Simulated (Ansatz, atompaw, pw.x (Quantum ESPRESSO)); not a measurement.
# Equation-of-state test of one PAW (atompaw) potential (H)

```json
{"Element": "hydrogen (H)", "Generator": "atompaw 4.2.0.5", "Type": "PAW", "Functional": "PBEsol", "Relativity": "scalar-relativistic", "Frozen core": "none", "Valence charge": "1", "Reference configuration": "1s1", "Partial waves": "1s (bound): rc 1.70 bohr; 1s channel at 0.6 Ry: rc 1.70 bohr; 2p channel at 0.1 Ry: rc 1.70 bohr", "Local potential": "bessel scheme, radius 1.15 bohr", "Core correction": "none", "Augmentation charge": "sinc compensation charge, radius 1.35 bohr; PAW radius 1.70 bohr; waves and projectors: custom rrkj vanderbiltortho"}
```

Atomic tests: cutoffs needed: 8 Ry and 15 Ry (the cutoffs (Ry, on a coarse ladder) from which the occupation-weighted sum of valence levels, in a spherical-Bessel basis at the reference potential, stays within 10 and 1 mRy of its value at 400 Ry); ghost test: no extra level below or beside the all-electron valence levels (s, p, d, f tested) (spherical-Bessel basis up to 400 Ry, 20 bohr box); lowest eigenvalue of the overlap operator: 0.93 (p channel).

Crystal test: fcc H in pw.x 7.5, no spin, 18³ k-points, Fermi–Dirac smearing 0.01 Ry, cutoffs 40/400 Ry. The reference is all-electron LAPW (Ansatz 0.2.0) with the same functional, mesh and smearing; V0 and B0 come from Birch–Murnaghan fits to the pressures at five volumes. Errors are pseudo minus all-electron; Δ is the rms difference of the E(V) curves that follow from these fits, minima aligned, over ±6 % about the mean V0. Mesh and smearing are coarse, so the numbers serve the comparison and aren't converged zero-temperature values; the lattice is a test structure that the element need not adopt.

All-electron: a0 = 2.267 Å (V0 = 2.91 Å³/atom), B0 = 114.1 GPa.

Question: How far does the potential miss the all-electron equation of state?

Answer: mean pressure error (GPa): +0.15; a0 (Å): 2.268; a0 error (%): +0.04; B0 error (%): +0.1; Δ (meV/atom): 0.1. The largest radius (1.70 bohr) exceeds half the bond length (1.52 bohr), so the spheres overlap, which is one possible source of error among others.

```csv
V (Å³/atom),P all-electron (GPa),P pseudo (GPa)
2.771,6.23,6.41
2.844,2.90,3.06
2.917,-0.10,0.04
2.990,-2.80,-2.67
3.063,-5.23,-5.11
```

Question: At the middle volume, how do free energy and pressure move when the wave cutoff is lowered (ecutrho held at 400 Ry)?

Answer:

```
cutoff (Ry)  shift of F (meV/atom)  shift of P (GPa)
         18                   +1.0             -0.25
         24                   +0.3             -0.03
         32                   +0.1             -0.03
```

The run at the middle volume (195 k-points, 5 iterations) took about 1.7 s on one core of a shared host (Intel(R) Xeon(R) 6975P-C, 192 threads, 1512 GiB, load 83).
